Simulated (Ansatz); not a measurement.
Working through a ladder of basis sets of C2H3N, SMILES C=C=N

Computed with Ansatz 0.2.0 through its Python package.

At the Python prompt:
```pycon
>>> import warnings
>>> import ansatz as az
>>> warnings.simplefilter("ignore", az.DeckWarning)
>>> mol = (
...     az.Crystal.molecule()
...     .atom("C", [-0.6742, -0.0802, -0.5877])
...     .atom("C", [0.1584, 0.1457, 0.327])
...     .atom("N", [0.924, 0.3219, 1.1555])
...     .atom("H", [-0.6329, 0.5785, -1.5018])
...     .atom("H", [-1.5133, -0.7669, -0.4814])
...     .atom("H", [1.7802, -0.2631, 1.0423])
... )
>>> setup = mol.calculation().correlation("mp2")
>>> energies = {}
>>> for basis in ["cc-pVDZ", "cc-pVTZ"]:
...     r = setup.basis(gaussian=basis).run(threads=1).report
...     size = r["n_frozen"] + r["n_occupied"][0] + r["n_virtual"][0]
...     energies[basis] = (r["reference_energy_ev"] / 27.211386246, r["free_energy_ev"] / 27.211386246)
...     print(f"{basis:14s} {size:4d} orbitals  reference {energies[basis][0]:14.6f} Ha  total {energies[basis][1]:14.6f} Ha")
...
cc-pVDZ          57 orbitals  reference    -131.868558 Ha  total    -132.278371 Ha
cc-pVTZ         132 orbitals  reference    -131.909937 Ha  total    -132.416836 Ha
>>> # two-point extrapolation: the basis-set error of the correlation energy falls as X^-3
>>> small, large = (energies[b][1] - energies[b][0] for b in ("cc-pVDZ", "cc-pVTZ"))
>>> limit = (3 ** 3 * large - 2 ** 3 * small) / (3 ** 3 - 2 ** 3)
>>> print(f"correlation energy: {small:.6f} and {large:.6f} Ha, extrapolated {limit:.6f} Ha")
correlation energy: -0.409813 and -0.506899 Ha, extrapolated -0.547778 Ha
>>> print(f"share caught by the larger set: {100 * large / limit:.1f} %")
share caught by the larger set: 92.5 %
```

Against cc-pVDZ: cc-pVTZ -138.5 mHa. The last step alone is -138.47 mHa.

Reading the output:
- These settings explore the input space; basis and method may be short of convergence.
- The geometry is a force-field or estimated start, not a minimum of this method, and the last set is no limit. Much of the fall in a total is atomic energy, which cancels in bond and reaction energies.
- Inner cores stay frozen, so this is valence correlation.
- An extrapolation from small basis sets is rough.
- Finished in 3.9 s on 1 thread of Arm Neoverse V1, with other jobs on the host, peak memory 0.22 GiB.
